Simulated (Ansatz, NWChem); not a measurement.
**NWChem → Ansatz**

NWChem 7.3.0 runs this on C2F2 (SMILES FC#CF):

c2f2.nw:
```
echo
start c2f2
title "C2F2 wB97X"
memory total 2200 mb
charge 0

geometry units angstroms noautosym nocenter noautoz
 F       -0.136400       0.128000       1.852800
 C       -0.033700       0.030200       0.583200
 C        0.061400      -0.060400      -0.593400
 F        0.164100      -0.158200      -1.863000
end

basis "ao basis" spherical bse
 * library cc-pVTZ
end

dft
 xc wb97x
 grid fine
 convergence energy 1e-08
 maxiter 100
 mulliken
 print medium
end

task dft gradient
```

```bash
$ nwchem c2f2.nw > c2f2.out
```

Geometry: relaxed at PBE0-D4/def2-TZVP.

It gives a total energy of -275.785795 Eh.

Question: Translate the job to Ansatz 0.2.0 as an input file of the program's own, asking for the energy.

Answer: For example:

input.yaml:
```yaml
crystal:
  periodic: [false, false, false]
  atoms:
    - {symbol: F, position_ang: [-0.136400, 0.128000, 1.852800]}
    - {symbol: C, position_ang: [-0.033700, 0.030200, 0.583200]}
    - {symbol: C, position_ang: [0.061400, -0.060400, -0.593400]}
    - {symbol: F, position_ang: [0.164100, -0.158200, -1.863000]}
basis:
  gaussian: {orbitals: cc-pVTZ}
hamiltonian: {xc: {name: wB97X}}
accuracy: high
output: {orbitals: {seedname: orbitals}}
```

```bash
$ ansatz run input.yaml --threads 1 --pin off --max-ram 3480MiB --events-out events.jsonl --progress --plain --runs-dir runs
```

Its energy is -275.785810 Eh, 0.015 mEh from the first.
